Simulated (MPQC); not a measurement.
# ClF (chlorine monofluoride) at USVWN2/def2-SV(P)

Aim: the energy change on altering one bond length of ClF (chlorine monofluoride) at USVWN2/def2-SV(P), from 2 runs. 

The calculation is run with MPQC 2.3.1.

3 further runs of the same task are left out: 1 that didn't finish, 2 set aside as unsound or not needed.

## Step 1: The system as given

ClF: 2 atoms, total charge 0, spin state singlet. SMILES: `FCl`. The shape is that of a GFN2-xTB optimisation.

Bond lengths: F1–Cl2 1.682 Å.

## Step 2: Energy and forces at USVWN2/def2-SV(P)

Contents of input.in:

```
% ClF
molecule<Molecule>: (
  symmetry = c1
  unit = bohr
  { atoms geometry } = {
    F  [ 0.00000000   0.00000000   0.00000000 ]
    Cl [ 0.00000000   0.00000000   3.17899177 ]
  }
)
basis<GaussianBasisSet>: (
  name = "def2-SV(P)"
  molecule = $:molecule
  basisdir = "."
  puream = yes
)
mpqc: (
  checkpoint = no
  savestate = no
  restart = no
  do_energy = yes
  do_gradient = yes
  optimize = no
  mole<UKS>: (
    molecule = $:molecule
    basis = $:basis
    total_charge = 0
    multiplicity = 1
    memory = 1000000000
    print_evals = yes
    print_npa = yes
    maxiter = 80
    functional<StdDenFunctional>: ( name = "SVWN2" )
    integrator<RadialAngularIntegrator>: ( grid = medium )
    guess_wavefunction<UHF>: (
      molecule = $:molecule
      total_charge = 0
      multiplicity = 1
      memory = 1000000000
      value_accuracy = 1e-3
      basis<GaussianBasisSet>: (
        name = "STO-3G"
        molecule = $:molecule
      )
    )
  )
)
```

The basis set def2-SV(P) is read from a file made from the Basis Set Exchange's data (not shown).

The run is started by

```bash
$ mpqc input.in > input.out
```

The log of the run, shortened:

```text
MPQC: Massively Parallel Quantum Chemistry
[...]
  Integrated electron density error = 0.000267252420
  iter     1 energy = -557.2972611590 delta = 2.82674e-01
  Integrated electron density error = 0.002008576934
  iter     2 energy = -557.5300743227 delta = 4.85345e-02
[...]
  Integrated electron density error = -0.000010930230
  iter    20 energy = -557.6061032228 delta = 5.29854e-08
  Integrated electron density error = -0.000010930229
  iter    21 energy = -557.6061032229 delta = 1.92780e-08
  Integrated electron density error = -0.000010930229
  iter    22 energy = -557.6061032229 delta = 1.20871e-08
[...]
  <S^2>      = -0.000000
  total scf energy = -557.6061032229
[...]
  Integrated electron density error = -0.000010930343
  Total Gradient:
[...]
Value of the MolecularEnergy: -557.6061032229
  Gradient of the MolecularEnergy:
      1   -0.0000000000
      2   -0.0000000000
      3   -0.0192491792
      4    0.0000000000
      5    0.0000000000
      6    0.0192491792
  Unrestricted Kohn-Sham (UKS) Parameters:
    Function Parameters:
      value_accuracy    = 3.915184e-09 (1.000000e-08) (computed)
      gradient_accuracy = 3.915184e-07 (1.000000e-06) (computed)
      hessian_accuracy  = 0.000000e+00 (1.000000e-04)
[...]
        symmetry = c1
[...]
        nbasis = 32
[...]
      nalpha = 13
      nbeta = 13
[...]
```

Run time: 0.9 s. Hardware: 1 thread of Arm Neoverse V2, shared host.

## Step 3: The distorted shape, same level

Contents of run.in:

```
% emacs should use -*- KeyVal -*- mode
molecule<Molecule>: (
  symmetry = c1
  unit = bohr
  { atoms geometry } = {
    F  [ 0.00000000     0.00000000    -0.31794642 ]
    Cl [ 0.00000000     0.00000000     3.17899177 ]
  }
)
basis<GaussianBasisSet>: (
  name = "def2-SV(P)"
  molecule = $:molecule
  basisdir = "."
  puream = yes
)
mpqc: (
  checkpoint = no
  savestate = no
  restart = no
  do_energy = yes
  do_gradient = yes
  optimize = no
  mole<UKS>: (
    molecule = $:molecule
    basis = $:basis
    total_charge = 0
    multiplicity = 1
    memory = 1000000000
    print_evals = yes
    print_npa = yes
    maxiter = 80
    functional<StdDenFunctional>: ( name = "SVWN2" )
    integrator<RadialAngularIntegrator>: ( grid = medium )
    guess_wavefunction<UHF>: (
      molecule = $:molecule
      total_charge = 0
      multiplicity = 1
      memory = 1000000000
      value_accuracy = 1e-3
      basis<GaussianBasisSet>: (
        name = "STO-3G"
        molecule = $:molecule
      )
    )
  )
)
```

The basis set def2-SV(P) is read from a file made from the Basis Set Exchange's data (not shown).

The run is started by

```bash
$ mpqc run.in > run.out
```

The log of the run:

```text
MPQC: Massively Parallel Quantum Chemistry
[...]
  Integrated electron density error = -0.001102878850
  iter     1 energy = -557.2960095814 delta = 2.82391e-01
  Integrated electron density error = -0.002101408207
  iter     2 energy = -557.5246453240 delta = 4.77978e-02
[...]
  Integrated electron density error = -0.000026398473
  iter    23 energy = -557.5914025428 delta = 5.97157e-08
  Integrated electron density error = -0.000026398474
  iter    24 energy = -557.5914025428 delta = 3.11163e-08
  Integrated electron density error = -0.000026398474
  iter    25 energy = -557.5914025428 delta = 1.55222e-08
[...]
  <S^2>      = -0.000000
  total scf energy = -557.5914025428
[...]
  Integrated electron density error = -0.000026398719
  Total Gradient:
[...]
Value of the MolecularEnergy: -557.5914025428
  Gradient of the MolecularEnergy:
      1   -0.0000000000
      2   -0.0000000000
      3   -0.0649354172
      4    0.0000000000
      5    0.0000000000
      6    0.0649354172
  Unrestricted Kohn-Sham (UKS) Parameters:
    Function Parameters:
      value_accuracy    = 7.975949e-09 (1.000000e-08) (computed)
      gradient_accuracy = 7.975949e-07 (1.000000e-06) (computed)
      hessian_accuracy  = 0.000000e+00 (1.000000e-04)
[...]
        symmetry = c1
[...]
        nbasis = 32
[...]
      nalpha = 13
      nbeta = 13
[...]
```

It took 0.99 s on 1 thread of Arm Neoverse V2, shared host.

## Step 4: Results

Level: USVWN2/def2-SV(P).

| quantity | value |
| --- | --- |
| first shape: total energy | -557.60610 Eh |
| first shape: largest force on an atom | 0.990 eV/Å |
| distorted shape: total energy | -557.59140 Eh |
| distorted shape: largest force on an atom | 3.339 eV/Å |
| energy change with the F1–Cl2 bond stretched from 1.682 to 1.851 Å | 0.400 eV |

With the F1–Cl2 bond stretched from 1.682 to 1.851 Å the energy rises by 0.40 eV (38.6 kJ/mol). The first shape isn't relaxed at this level, so the change isn't measured from a minimum. The largest force (first shape) is 0.99 eV/Å: the shape isn't a stationary point for this species at this level.
